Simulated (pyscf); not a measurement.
Single points on ωB97X-D3(BJ)/def2-SVP structures (PySCF, gas phase).

SMILES: [F][Ti]([F])([F])[F]
```xyz
5

F      0.7384     2.0220    -0.4760
Ti     0.2884     0.3570    -0.3823
F      0.7262    -0.2731     1.1656
F     -1.4179     0.2050    -0.6050
F      1.1116    -0.5252    -1.6176
```
Charge 0, spin multiplicity 1.

What is the homolytic dissociation enthalpy (298 K, ωB97M-D3(BJ)/def2-TZVP) of the F–Ti bond of F–Ti(F)(F)–F (SMILES [F][Ti]([F])([F])[F]), to F• + [F–Ti(F)–F]•?

F–Ti to F• + [F–Ti(F)–F]•: 126.1 kcal/mol. The 7 functionals that were run give +120.5 (M06-2X) to +142.3 kcal/mol (PBE). The radicals are drawn with the spin at the cut bond; how far it spreads was not checked. Left out: the spin-orbit lowering of F. Open-shell species with a d-block atom are single-reference here; other states, and whether the spin sits on metal or ligand, were not checked.
